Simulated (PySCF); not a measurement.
Identify the unknown among the candidates.

All candidates are C4H7N.

* 13C NMR: chemical shifts (computed TMS as zero) by class: 173.5 (1 C), 67.7 (1 C), 41.1 (1 C), 22.2 (1 C) ppm [GIAO B97-2/pcSseg-2]
* Rotational structure: rotational constants A, B, C: 7.819, 7.469, 4.114 GHz [PBE0-D3(BJ)/def2-TZVP]
* 1H NMR: chemical shifts (computed TMS as zero) by class: 7.66 (1 H), 4.12 (2 H), 2.63 (2 H), 1.74 (2 H) ppm [GIAO B97-2/pcSseg-2]
* NMR, other nuclei: isotropic shieldings of nuclei other than C and H, by class: -118 (1 N) ppm [GIAO B97-2/pcSseg-2]
* Dipole: 2.21 D [B97-2/pcSseg-2]

The electronic properties come from PySCF, for the isolated species, density fitting. Levels stand in brackets. Isolated species at its PBE0-D3(BJ)/def2-TZVP geometry, gas phase. NMR values are class means; diastereotopic atoms form classes of their own.

Question: Which candidate is it?
A. `C1=NCCC1` (1-pyrroline)
B. `CCCC#N` (butanenitrile)
C. `C#CCNC` (N-methyl propargyl amine)

Answer: A. It is `C1=NCCC1`. Numbering: `[CH:1]1=[N:2][CH2:3][CH2:4][CH2:5]1`. Its formula, C4H7N, gives 2 degrees of unsaturation: 1 ring and 1 π bond in the structure found. 4 carbons fall into 4 classes; from least to most shielded: imine carbon [C1] (173.5 ppm), ring sp3 carbon bound to nitrogen [C3] (67.7 ppm), ring CH2 carbon [C5] (41.1 ppm), ring CH2 carbon [C4] (22.2 ppm). Hydrogen classes from least to most shielded: 1 H on an imine carbon, C1 (7.66 ppm), 2 H on an sp3 carbon bound to nitrogen, C3 (4.12 ppm), 2 H on a ring CH2 carbon, C5 (2.63 ppm), 2 H on a ring CH2 carbon, C4 (1.74 ppm). The other shieldings belong to: -118 ppm, imine nitrogen [N2]. By its constants the optimised geometry is an asymmetric top.

The others, at the same levels:
- `C#CCNC` fails: its computed 13C shifts are 87.3 (1 C), 75.5 (1 C), 43.3 (1 C), 37.4 (1 C) ppm, 1H shifts are 3.43 (2 H), 2.52 (3 H), 1.83 (1 H), 0.17 (1 H) ppm and rotational constant A is 10.944 GHz (against 7.819 GHz).
- `CCCC#N` fails: its computed 13C shifts are 124.9 (1 C), 24.3 (1 C), 21.3 (1 C), 15.2 (1 C) ppm, 1H shifts are 2.20 (2 H), 1.56 (2 H), 1.16 (3 H) ppm and rotational constant A is 10.241 GHz (against 7.819 GHz).

Each candidate is one conformer, not necessarily the lowest. Dipoles, sizes and rotational constants follow the conformer. The torsions of the flexible species, by atom-mapped SMILES:
- `[CH:1]#[C:2][CH2:3][NH:4][CH3:5]`: C2–C3–N4–C5 61°
- `[CH3:1][CH2:2][CH2:3][C:4]#[N:5]`: C1–C2–C3–C4 -62°
